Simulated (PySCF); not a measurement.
Atoms are numbered as in `[CH3:1][CH2:2][CH2:3][O:4][CH2:5][CH3:6]`. Hydrogens are named by the atom that carries them.

GIAO PBE0/pcSseg-1 shifts (PySCF 2.14.0 with density-fitted response routines, gas phase, non-relativistic, equivalent atoms averaged), each against references optimised in the same way as the molecule (TMS, H2O).

On the GFN2-xTB geometry: C3 79.1, C5 71.4, C2 27.8, C6 18.0, C1 11.7, O4 58.7, H(C5) 3.56, H(C3) 3.41, H(C2) 1.72, H(C6) 1.28, H(C1) 0.93 ppm.

Problem. What changes on the PBE0-D3(BJ)/def2-SVP geometry?

Solution. 
```
atoms  δ (ppm)  change
   C3     75.8    -3.3
   C5     68.3    -3.1
   C2     26.3    -1.5
   C6     17.5    -0.5
   C1     11.3    -0.4
   O4     55.5    -3.2
H(C5)     3.26   -0.30
H(C3)     3.09   -0.32
H(C2)     1.56   -0.16
H(C6)     1.22   -0.06
H(C1)     0.89   -0.04
```

Bonds between heavy atoms that differ most (equivalent bonds averaged): C3–O4 1.407 → 1.396 Å, O4–C5 1.408 → 1.397 Å, C2–C3 1.524 → 1.513 Å, C5–C6 1.520 → 1.510 Å, C1–C2 1.523 → 1.519 Å. Mean change of bonds to hydrogen: C–H +0.012 Å.
